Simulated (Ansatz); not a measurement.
# SiO2 (silicon dioxide molecule): levels of theory compared

Aim: a comparison of 6 runs (HF/STO-3G, UHF/STO-3G, B2PLYP/STO-3G, B3LYP/STO-3G, CAM-B3LYP/STO-3G, CCSDTQ/STO-3G) of SiO2 (silicon dioxide molecule). 

Program for the calculation: Ansatz 0.2.0.

35 further runs of the same task are left out: 5 that didn't finish, 30 set aside as unsound or not needed.

## Step 1: Starting point

SiO2 has 3 atoms, charge 0, and is taken as a singlet. SMILES: `O=[Si]=O`. The Si2–O1 distance was set to 3.012 Å, away from the relaxed value. At this shape a bond of the SMILES string is far longer than usual.

Bond lengths: Si2–O3 1.506 Å. A long bond or contact: O1–Si2 3.012 Å.

## Step 2: The energy at HF/STO-3G (run 1)

Input file job.yaml:

```yaml
crystal:
  periodic: [false, false, false]
  atoms:
    - {symbol: O, position_ang: [1.395475, 2.459209, 1.037524]}
    - {symbol: Si, position_ang: [-0.000010, 0.000000, -0.000000]}
    - {symbol: O, position_ang: [-0.697730, -1.229610, -0.518760]}
basis:
  gaussian:
    orbitals: STO-3G
hamiltonian:
  xc: hf
accuracy: high
```

The run is started by

```sh
$ ansatz run job.yaml --threads 1 --pin off --max-ram 3480MiB --events-out events.jsonl --progress --plain --runs-dir runs
```

Log:

```text
Warning: RAYON_NUM_THREADS=1 ignored (pool sized by the plan → 1); use --threads N
Functional definition: HF
  name "HF"
  exchange = exact_x
  correlation = 0
304 factors; integrals over basis functions are off by at most 2.2e-8 eV
mean field evaluation 1: about -11760.0497 eV, gradient 5.7e1 eV
mean field evaluation 2: about -11760.0642 eV, gradient 5.7e1 eV
mean field evaluation 4: about -11713.1500 eV, gradient 1.0e2 eV
mean field evaluation 8: about -11784.2742 eV, gradient 5.2e-1 eV
mean field evaluation 16: about -11784.2687 eV, gradient 9.5e-9 eV
mean field evaluation 32: about -11784.1655 eV, gradient 3.4e-1 eV
mean field evaluation 64: about -11771.1185 eV, gradient 3.7e0 eV
mean field evaluation 96: about -11737.2339 eV, gradient 4.3e1 eV
mean field -11784.26865117 eV, -433.0638852665 hartree, gradient 9.5e-9 eV, S^2 0.000000; 4 other end points of the search recorded, 0 dependent functions left out
reference -11784.26865117 eV, -433.0638852665 hartree; 15, 15 occupied and 4, 4 virtual orbitals, 304 factors
Total energy: -11784.26865117 eV, -433.0638852665 hartree
```

Run time: 0.14 s. Hardware: 1 thread of Arm Neoverse V2, shared host.

## Step 3: The energy at UHF/STO-3G (run 2)

Input file in.yaml:

```yaml
crystal:
  periodic: [false, false, false]
  atoms:
    - {symbol: O, position_ang: [1.395475, 2.459209, 1.037524]}
    - {symbol: Si, position_ang: [-0.000010, 0.000000, -0.000000]}
    - {symbol: O, position_ang: [-0.697730, -1.229610, -0.518760]}
basis:
  gaussian:
    orbitals: STO-3G
magnetization:
  spin_polarized: true
hamiltonian:
  xc: hf
accuracy: high
```

The run is started by

```sh
$ ansatz run in.yaml --threads 1 --pin off --max-ram 3480MiB --events-out events.jsonl --progress --plain --runs-dir runs
```

Log (excerpt; [...] marks lines left out):

```text
Warning: RAYON_NUM_THREADS=1 ignored (pool sized by the plan → 1); use --threads N
[... 2 set-up lines as earlier in the session ...]
[...]
304 factors; integrals over basis functions are off by at most 2.2e-8 eV
[...]
mean field -11786.76147105 eV, -433.1554947071 hartree, gradient 2.3e-8 eV, S^2 1.272939; 13 other end points of the search recorded, 0 dependent functions left out
reference -11786.76147105 eV, -433.1554947071 hartree; 15, 15 occupied and 4, 4 virtual orbitals, 304 factors
Total energy: -11786.76147105 eV, -433.1554947071 hartree
```

It took 1.7 s on 1 thread of Arm Neoverse V2, shared host.

Runs 3 to 4 aren't shown in full; the table further down has their settings and results.

## Step 4: A single-point energy at CAM-B3LYP/STO-3G (run 5)

Input file input.yaml:

```yaml
basis:
  gaussian:
    orbitals: STO-3G
crystal:
  periodic: [false, false, false]
  atoms:
    - symbol: O
      position_ang: [1.395475, 2.459209, 1.037524]
    - symbol: Si
      position_ang: [-0.000010, 0.000000, -0.000000]
    - symbol: O
      position_ang: [-0.697730, -1.229610, -0.518760]
magnetization:
  spin_polarized: false
hamiltonian:
  xc: {name: CAM-B3LYP}
accuracy: high
```

The run is started by

```sh
$ ansatz run input.yaml --threads 1 --pin off --max-ram 3480MiB --events-out events.jsonl --progress --plain --runs-dir runs
```

Log:

```text
Warning: RAYON_NUM_THREADS=1 ignored (pool sized by the plan → 1); use --threads N
Functional definition: CAM-B3LYP
  name "CAM-B3LYP"
  parameter alpha = 0.19
  parameter beta = 0.46
  parameter omega = 0.33/bohr
  parameter ac = 0.81
  exchange = (1 - alpha - beta)*b88_x + beta*b88_x_sr(omega) + alpha*exact_x + beta*exact_x_lr(omega)
  correlation = (1 - ac)*vwn5_c + ac*lyp_c
304 factors; integrals over basis functions are off by at most 2.2e-8 eV
142 factors; integrals over basis functions are off by at most 5.4e-10 eV
mean field evaluation 1: about -11797.7241 eV, gradient 5.4e1 eV
mean field evaluation 2: about -11608.6438 eV, gradient 4.9e1 eV
mean field evaluation 4: about -11746.5673 eV, gradient 9.3e1 eV
mean field evaluation 8: about -11813.1139 eV, gradient 1.7e-1 eV
mean field evaluation 16: about -11813.1141 eV, gradient 1.5e-8 eV
mean field -11813.11408265 eV, -434.1239353209 hartree, gradient 1.5e-8 eV, S^2 0.000000; 4 other end points of the search recorded, 0 dependent functions left out
reference -11813.11409341 eV, -434.1239357166 hartree; 15, 15 occupied and 4, 4 virtual orbitals, 304 factors
Total energy: -11813.11409341 eV, -434.1239357166 hartree
```

Wall time 1.2 s (1 thread of Arm Neoverse V2, shared host).

## Step 5: A single-point energy at CCSDTQ/STO-3G (run 6)

Input file run.yaml:

```yaml
basis:
  gaussian: {orbitals: STO-3G}
crystal:
  periodic: [false, false, false]
  atoms:
    - {symbol: O, position_ang: [1.395475, 2.459209, 1.037524]}
    - {symbol: Si, position_ang: [-0.000010, 0.000000, -0.000000]}
    - {symbol: O, position_ang: [-0.697730, -1.229610, -0.518760]}
correlation: {method: ccsdtq, frozen_orbitals: {O: 1, Si: 5}}
accuracy: high
scf: {omitted_lower_state_checks: [cluster_reference, increment]}
```

The run is started by

```sh
$ ansatz run run.yaml --threads 1 --pin off --max-ram 3480MiB --events-out events.jsonl --progress --plain --runs-dir runs
```

Log:

```text
Warning: RAYON_NUM_THREADS=1 ignored (pool sized by the plan → 1); use --threads N
[... 15 lines left out ...]
7 core orbitals not correlated: weight in the atoms' cores, before any rotation towards them, 1.000 or more for the frozen orbitals, at most 0.000 for the correlated occupied ones
[... 88 lines left out ...]
Total energy: -11789.49357660 eV, -433.2558977344 hartree
Checks for a lower state left out: cluster_reference, increment
```

Wall time 12 s (1 thread of Arm Neoverse V2, shared host); peak memory 0.38 GiB.

## Step 6: All runs side by side

```tsv
run	level	frozen core orbitals	energy (Eh)	wall time
1	HF/STO-3G	–	-433.063885	0.14 s
2	UHF/STO-3G	–	-433.155495	1.7 s
3	B2PLYP/STO-3G	7	-433.924225	2.2 s
4	B3LYP/STO-3G	–	-434.208920	0.99 s
5	CAM-B3LYP/STO-3G	–	-434.123936	1.2 s
6	CCSDTQ/STO-3G	7	-433.255898	12 s
```

## Step 7: What came out

| quantity | value |
| --- | --- |
| run 6: total energy | -433.25590 Eh |
| run 6: correlation energy (7 core orbitals frozen) | -192.0 mEh |
| run 6: T1 diagnostic | 0.022 |

**Reading.** Totals of different functionals can't be ranked against each other. In runs 3, 6 the log says that unrestricted orbitals would lower the reference, so the values rest on an unstable closed-shell determinant (other closed-shell runs at this shape may share the fault). In runs 1, 2, 3, 4, 5, 6 the basis is minimal, so the values are rough. In runs 1, 3, 4, 5 a closed-shell determinant meets a far-stretched bond, which it describes badly. Spin contamination of the reference: run 2 ⟨S²⟩ = 1.27. Where it is this large, the reference is a mixture of spin states, and values that rest on it are in doubt. All runs together took 18 s, the longest 12 s.
